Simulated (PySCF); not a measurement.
Coordinates in bohr (charge 0 multiplicity 2):
```
C     0.0000    0.0000    0.0000
H     2.0408    0.0000    0.0000
H    -1.0204    1.7674    0.0000
H    -1.0204   -1.7674    0.0000
```

Computed with UPBE0 in PySCF with C def2-TZVP, H def2-TZVP; no relativity; density-fitted integrals.

This geometry of CH₃ is a stationary point at this level.

(1) What is the point group?

(2) Is it a minimum?

(3) Which band is strongest in the infrared?

(4) Give the ideal-gas entropy at 298.15 K and 1 bar by parts.

Results:

(1) D3h.

(2) Yes: all harmonic wavenumbers are real.

(3) 526 cm⁻¹ (a2''), 84 km/mol.

(4) translation 142.6, rotation 43.6, vibration 2.6, spin 5.8; total 194.6 J/(mol K).

Other isomers or separated fragments may lie lower.
